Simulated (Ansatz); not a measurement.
**Scandium, hcp under LDA: convergence with the Fermi-Dirac smearing**

Aim: find which Fermi-Dirac smearing width is enough for energy and pressure. The geometry was relaxed under LDA beforehand and stays fixed; 6 values are run, from 0.01 to 1.0 eV. Wanted are the values from which on the energy stays within 10 and 1 meV/atom, and the pressure within 0.5 GPa, of the narrowest run. Within the series other settings stay, but some runs also write fields, which adds to their time. Spin polarisation is left out.

Method: DFT LDA, plane waves with PAW, scalar-relativistic, in Ansatz 0.2.0.

## (1) Starting point

The structure is hexagonal, space group P6_3/mmc (No. 194). Conventional cell: a = 3.227 Å, b = 3.227 Å, c = 5.009 Å, α = 90.00°, β = 90.00°, γ = 120.00°. Around Sc (site symmetry -6m2) lie 12 Sc at 3.12 to 3.23 Å.

Coordinates:

```cif
data_structure
_symmetry_space_group_name_H-M 'P6_3/mmc'
_symmetry_Int_Tables_number 194
_cell_length_a 3.2269
_cell_length_b 3.2269
_cell_length_c 5.0094
_cell_angle_alpha 90.000
_cell_angle_beta 90.000
_cell_angle_gamma 120.000
_cell_volume 45.17
loop_
_atom_site_label
_atom_site_type_symbol
_atom_site_symmetry_multiplicity
_atom_site_Wyckoff_symbol
_atom_site_fract_x
_atom_site_fract_y
_atom_site_fract_z
_atom_site_occupancy
Sc1 Sc 2 c 0.33333 0.66667 0.25000 1
```

## (2) With a width of 0.01 eV

The run at 0.01 eV.

File input.yaml:

```yaml
crystal:
  lattice:
    - [3.2269060027, 0.0, 0.0]
    - [-1.6134530014, 2.794582574, 0.0]
    - [0.0, 0.0, 5.0094253455]
  atoms:
    - { symbol: Sc, position: [0.3333333333, 0.6666666667, 0.25] }
    - { symbol: Sc, position: [0.6666666667, 0.3333333333, 0.75] }
hamiltonian:
  xc: lda
  pseudopotentials:
    kind: paw
    azcp:
      Sc: "pseudopotentials/Sc.paw.azcp"
basis:
  ecutwfc: 420
  fft_grid_basis: typed
kpoints:
  mp_grid: { grid: [11, 11, 6], shift: [0, 0, 0] }
magnetization:
  spin_polarized: false
scf:
  occupations: { method: fermi_dirac, width: 0.01 }
  lower_state_search: "off"
output:
  stress: true
```

The run is started by

```console
$ ansatz run input.yaml --threads 2 --pin off --max-ram 5120MiB --backend cpu --events-out ev --progress --plain --runs-dir out
```

## (3) With a width of 0.03 eV

The run at 0.03 eV.

input.yaml, as its differences from that of step 2:

```diff
@@ -22,3 +22,3 @@
 scf:
-  occupations: { method: fermi_dirac, width: 0.01 }
+  occupations: { method: fermi_dirac, width: 0.03 }
   lower_state_search: "off"
@@ -26 +26,5 @@
   stress: true
+  write_density: true
+  write_potential: true
+  elf: true
+  volumetric_format: npy
```

## (4) With a width of 0.2 eV

The run at 0.2 eV.

input.yaml, as its differences from that of step 3:

```diff
@@ -22,3 +22,3 @@
 scf:
-  occupations: { method: fermi_dirac, width: 0.03 }
+  occupations: { method: fermi_dirac, width: 0.2 }
   lower_state_search: "off"
@@ -26,5 +26 @@
   stress: true
-  write_density: true
-  write_potential: true
-  elf: true
-  volumetric_format: npy
```

## (5) With a width of 0.3 eV

The run at 0.3 eV.

input.yaml, as its differences from that of step 4:

```diff
@@ -22,3 +22,3 @@
 scf:
-  occupations: { method: fermi_dirac, width: 0.2 }
+  occupations: { method: fermi_dirac, width: 0.3 }
   lower_state_search: "off"
@@ -26 +26,5 @@
   stress: true
+  write_density: true
+  write_potential: true
+  elf: true
+  volumetric_format: npy
```

## (6) With a width of 0.6 eV

The run at 0.6 eV.

input.yaml, as its differences from that of step 5:

```diff
@@ -22,3 +22,3 @@
 scf:
-  occupations: { method: fermi_dirac, width: 0.3 }
+  occupations: { method: fermi_dirac, width: 0.6 }
   lower_state_search: "off"
@@ -26,5 +26 @@
   stress: true
-  write_density: true
-  write_potential: true
-  elf: true
-  volumetric_format: npy
```

## (7) With a width of 1.0 eV

The run at 1.0 eV.

input.yaml, as its differences from that of step 6:

```diff
@@ -22,3 +22,3 @@
 scf:
-  occupations: { method: fermi_dirac, width: 0.6 }
+  occupations: { method: fermi_dirac, width: 1.0 }
   lower_state_search: "off"
```

(Steps that only read results are left out.)

Before running it: what results should come out?

As calculated:

| quantity | value |
| --- | --- |
| E(σ → 0) stays within 10 meV/atom of 0.01 eV | up to 0.2 eV |
| E(σ → 0) stays within 1 meV/atom | up to 0.03 eV |
| pressure stays within 0.5 GPa | up to 0.03 eV |
| pressure at 0.01 eV | -0.26 GPa |
| energy of a separate run on a finer mesh (18×18×10) | +0.2 meV/atom from 0.01 eV |

At 1.0 eV the energy differs by -254.8 meV/atom and the pressure by +9.1 GPa. The free energy F moves by -2165.8 meV/atom over the range, and the estimate for σ → 0 by -254.8. With this scheme F falls about as the square of the width. The mesh (11×11×6) is fixed, so the narrowest widths carry a k-point error of their own. A run on a finer mesh agrees with the yardstick to 1 meV/atom. The cell taken over is 10 % smaller than the measured one (25.00 Å³/atom, COD), which weighs on all values here.
